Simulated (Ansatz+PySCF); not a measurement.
Values are calculated unless marked as measured or tabulated.
**Several solutions for singlet C₂H₆ in separate pieces**

```yaml
atoms:
  - { symbol: C, position_ang: [0.0000, 0.0000, -0.7596] }
  - { symbol: C, position_ang: [0.0000, 0.0000, 3.7978] }
  - { symbol: H, position_ang: [0.0000, -1.0240, -1.1651] }
  - { symbol: H, position_ang: [-0.8868, 0.5120, -1.1651] }
  - { symbol: H, position_ang: [0.8868, 0.5120, -1.1651] }
  - { symbol: H, position_ang: [0.0000, 1.0240, 4.2034] }
  - { symbol: H, position_ang: [-0.8868, -0.5120, 4.2034] }
  - { symbol: H, position_ang: [0.8868, -0.5120, 4.2034] }
```

Basis set: cc-pVDZ (spherical functions). Charge 0, multiplicity 1.

UHF was run from several starts with Ansatz (development build ahead of 0.2.0) and PySCF 2.14.0.

```json
{"run": "A", "program": "PySCF", "start": "program defaults", "converged": "yes", "energy (hartree)": "-78.90183", "<S²>": "0.00"}
{"run": "B", "program": "PySCF", "start": "guess 1e, instabilities followed", "converged": "yes", "energy (hartree)": "-79.09946", "<S²>": "1.01"}
{"run": "C", "program": "Ansatz", "start": "stability test followed", "converged": "yes", "energy (hartree)": "-79.09946", "<S²>": "1.01"}
{"run": "D", "program": "PySCF", "start": "guess minao, instabilities followed", "converged": "yes", "energy (hartree)": "-79.09946", "<S²>": "1.01"}
{"run": "E", "program": "PySCF", "start": "guess huckel, instabilities followed", "converged": "yes", "energy (hartree)": "-79.09946", "<S²>": "1.01"}
{"run": "F", "program": "Ansatz", "start": "atomic start, no search", "converged": "yes", "energy (hartree)": "-79.09946", "<S²>": "1.01"}
{"run": "G", "program": "Ansatz", "start": "search for the lowest state", "converged": "yes", "energy (hartree)": "-79.09946", "<S²>": "1.01"}
{"run": "H", "program": "PySCF", "start": "guess atom, instabilities followed", "converged": "yes", "energy (hartree)": "-79.09946", "<S²>": "1.01"}
```

(1) Which runs reached the lowest solution of this kind, and what is wrong with the others?

## Answers

(1) B, C, D, E, F, G, H reached the lowest solution found. Converged but too high: A by 5.38 eV. Convergence only shows a stationary point, and even a stable one can lie too high; stability tests and further starts are what find lower ones. Caution: the unrestricted determinant is a mixture of spin states. Caution: the determinant breaks the point group.
